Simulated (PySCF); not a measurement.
**A thermochemical cycle for SiP**

PBE0 in PySCF with def2-TZVP on every atom, for the lowest determinant that a PBE0 search found; no spin–orbit coupling. SiP, a doublet (π ↑), has De = 3.69 eV to neutral atoms, and SiP⁺, a triplet (π ↑↑), has De = 3.12 eV to Si⁺ + P.

At the same level the Si atom ionises at 8.22 eV.

Problem. What is the adiabatic ionisation energy of the molecule, and does ionisation strengthen or weaken the bond?

Solution. IE = IE(Si) + De(neutral) − De(ion) = 8.22 + 3.69 − 3.12 = 8.79 eV. De changes by -0.57 eV, so ionisation weakens the bond.

For an ion De counts to the pair picked by the measured ionisation energies or electron affinities, which need not be the lowest pair at this level. States were picked by a PBE0 search and need not be the measured ground states.
